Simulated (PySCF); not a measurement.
Isomers of C5H13N.

All values: PBE0/def2-SVPD (PySCF) at GFN2-xTB geometries, gas phase, one conformer each. Core orbitals are frozen in the response; Δα² is half the sum of the squared differences of the principal polarisabilities.

(1) Rank by HOMO energy, highest first.
A. `[CH3:1][CH2:2][CH2:3][N:4]([CH3:5])[CH3:6]` with C1–C2–C3–N4 -168°, C2–C3–N4–C5 -71°
B. `[CH3:1][CH:2]([CH3:3])[N:4]([CH3:5])[CH3:6]` with C1–C2–N4–C5 -75°
C. `[CH3:1][C:2]([CH3:3])([CH3:4])[CH2:5][NH2:6]` with C2–C5–N6–H -69° and 173° (neopentylamine)
D. `[CH3:1][CH2:2][NH:3][CH:4]([CH3:5])[CH3:6]` with C1–C2–N3–C4 176°, C2–N3–C4–C5 -167° (N-ethylisopropylamine)

(2) Rank by HOMO–LUMO gap, lowest first.
A. `[CH3:1][CH:2]([CH3:3])[N:4]([CH3:5])[CH3:6]` with C1–C2–N4–C5 -75°
B. `[CH3:1][CH2:2][NH:3][CH:4]([CH3:5])[CH3:6]` with C1–C2–N3–C4 176°, C2–N3–C4–C5 -167° (N-ethylisopropylamine)
C. `[CH3:1][C:2]([CH3:3])([CH3:4])[CH2:5][NH2:6]` with C2–C5–N6–H -69° and 173° (neopentylamine)
D. `[CH3:1][CH2:2][CH2:3][NH:4][CH2:5][CH3:6]` with C1–C2–C3–N4 62°, C2–C3–N4–C5 180°, C3–N4–C5–C6 -179° (N-ethylpropylamine)
E. `[CH3:1][CH2:2][C@@H:3]([CH3:4])[CH2:5][NH2:6]` with C1–C2–C3–C4 166°, C2–C3–C5–N6 176°, C3–C5–N6–H 179° and -62° (2-methylbutylamine)

Answers

(1) B (-5.92 eV), A (-6.13 eV), D (-6.25 eV), C (-6.84 eV).

(2) A (6.63 eV), B (7.01 eV), D (7.16 eV), C (7.46 eV), E (7.60 eV).

All values together:

```csv
SMILES,μ (D),HOMO (eV),LUMO (eV),α (Å³),Δα (Å³)
CC[C@@H](C)CN,1.25,-6.78,0.81,10.61,1.93
CNC(C)(C)C,0.87,-6.26,0.63,10.59,1.11
CC(C)N(C)C,0.57,-5.92,0.71,10.63,1.30
CCCN(C)C,0.49,-6.13,0.81,10.86,2.43
CC(C)(C)CN,1.21,-6.84,0.62,10.59,0.82
CCCNCC,0.90,-6.37,0.79,10.82,2.61
CCNC(C)C,0.86,-6.25,0.76,10.78,2.54
```

Conformers: `[CH3:1][CH2:2][C@@H:3]([CH3:4])[CH2:5][NH2:6]` with C1–C2–C3–C4 166°, C2–C3–C5–N6 176°, C3–C5–N6–H 179° and -62°; `[CH3:1][CH:2]([CH3:3])[N:4]([CH3:5])[CH3:6]` with C1–C2–N4–C5 -75°; `[CH3:1][CH2:2][CH2:3][N:4]([CH3:5])[CH3:6]` with C1–C2–C3–N4 -168°, C2–C3–N4–C5 -71°; `[CH3:1][C:2]([CH3:3])([CH3:4])[CH2:5][NH2:6]` with C2–C5–N6–H -69° and 173°; `[CH3:1][CH2:2][CH2:3][NH:4][CH2:5][CH3:6]` with C1–C2–C3–N4 62°, C2–C3–N4–C5 180°, C3–N4–C5–C6 -179°; `[CH3:1][CH2:2][NH:3][CH:4]([CH3:5])[CH3:6]` with C1–C2–N3–C4 176°, C2–N3–C4–C5 -167°.
